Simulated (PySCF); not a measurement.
Mapped SMILES: `[OH:1][P:2]([OH:3])[OH:4]`. Each H is labelled by its parent atom.

Geometry: GFN2-xTB; GIAO shifts from PySCF 2.14, gas phase, non-relativistic, averaged over equivalent atoms.

At PBE0/pcSseg-1 (90 basis functions, roughly 14 core-seconds):
| atoms | δ (ppm) |
| --- | --- |
| O1/O3/O4 | 128.5 |
| P2 | 157.0 |
| H(O1)/H(O3)/H(O4) | 2.65 |

Shifts are taken against calculated references (same method and geometry level): H2O for 17O (σ = 336.08 ppm); 31P (σ = 318.38 ppm) against H3PO4; 1H (σ = 31.72 ppm) vs TMS.

Predict the values at OLYP/6-311G** on the same geometry.

## Answers


| atoms | δ at OLYP/6-311G** | change |
| --- | --- | --- |
| O1/O3/O4 | 141.6 | +13.1 |
| P2 | 455.7 | +298.7 |
| H(O1)/H(O3)/H(O4) | 2.37 | -0.28 |

Shifts are taken against calculated references (same method and geometry level): 17O (σ = 344.78 ppm) against H2O; 31P (σ = 607.50 ppm) vs PH3; 1H (σ = 32.12 ppm) vs TMS.

The largest change is at P2 (phosphorus bonded to 3 O). Cost: 98 basis functions, 14 s wall time on 1 thread of an Intel Xeon, shared host.

Experimental scales use liquid or dissolved standards, which lie at an offset from isolated H2O (liquid H2O: subtract about 36 ppm) and H3PO4.
